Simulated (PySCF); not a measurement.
An unknown is described by computed data only.

Elements present: H, O and Si. Monoisotopic mass: 77.9957 u.

- NMR, other nuclei: isotropic shieldings of nuclei other than C and H, by class: 328 (1 O), 382 (2 Si) ppm [GIAO PBE0/pcSseg-2]
- 1H NMR: chemical shifts (computed TMS as zero) by class: 5.22 (6 H) ppm [GIAO PBE0/pcSseg-2]
- XPS: Si2p3/2 107.5 (×2), O1s 538.2, Si1s 1847.5 (×2) eV [ΔSCF SCAN, pcX-3 on the ionised atom, pcseg-2 elsewhere, spin-free X2C, 2p3/2 from a spin–orbit splitting computed afterwards within the 2p shell]
- Rotational structure: rotational constants A, B, C: 34.922, 2.997, 2.951 GHz [PBE0-D3(BJ)/def2-TZVP]
- Dipole: 0.40 D [PBE0/pcSseg-2]

Electronic properties: PySCF, gas phase, density fitting. Levels stand in brackets. Geometry: PBE0-D3(BJ)/def2-TZVP; no solvent, vibrations or thermal averaging. NMR values are class means; diastereotopic atoms form classes of their own.

Q: Which formula fits the mass and the elements?

A: H6OSi2 (calculated 77.9957). No other formula that holds each of these elements comes within 0.0003 u with a fitting electron parity and a possible valence count.

Q: Propose a structure and show how it fits.

A: Numbering: `[SiH3:1][O:2][SiH3:3]`. Its formula, H6OSi2, gives 0 degrees of unsaturation, so no ring and no π bond. All hydrogens form one class (5.22 ppm): Si–H hydrogen. The other shieldings belong to: 328 ppm, siloxane oxygen [O2]; 382 ppm, oxygen-bound silicon [Si1/Si3]. The core levels belong to: Si2p3/2 107.5 eV, oxygen-bound silicon [Si1/Si3]; O1s 538.2 eV, siloxane oxygen [O2]; Si1s 1847.5 eV, oxygen-bound silicon [Si1/Si3]. The optimised geometry has point group C2 and is an asymmetric top. Structure: `[SiH3]O[SiH3]`. The assignments are read from this structure; whether some other isomer fits the data as well wasn't checked.
